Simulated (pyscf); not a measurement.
PySCF, gas phase, ωB97X-D3(BJ)/def2-SVP geometries.

Task: For `[CH3][CH3]` + `[OH][Zn]` [doublet] → `[CH3][Zn][OH]` + `[CH3]` [doublet], a substitution at C (doublet surface; C–C broken, C–Zn formed), PBE/def2-TZVP gives ΔE‡ = 1.71 eV and ΔE = +0.92 eV (zero: the separated reactants). In which direction and how far do B3LYP-D3(BJ)/def2-TZVP, M06-2X/def2-TZVP, ωB97M-D3(BJ)/def2-TZVP move these?

Result: B3LYP-D3(BJ): ΔE‡ = 1.88 eV, ΔE = +0.91 eV; M06-2X: ΔE‡ = 2.09 eV, ΔE = +1.06 eV; ωB97M-D3(BJ): ΔE‡ = 2.11 eV, ΔE = +0.91 eV. PBE's barrier lies under all of them, by 0.17 to 0.40 eV. Its reaction energy lies among theirs. Low barriers are usual for a GGA, whose delocalisation error favours stretched bonds. One saddle was located; it need not be the lowest between these sides. The angle at the attacked C is 176°. Elements up to Kr have no core potential and no relativistic terms here.
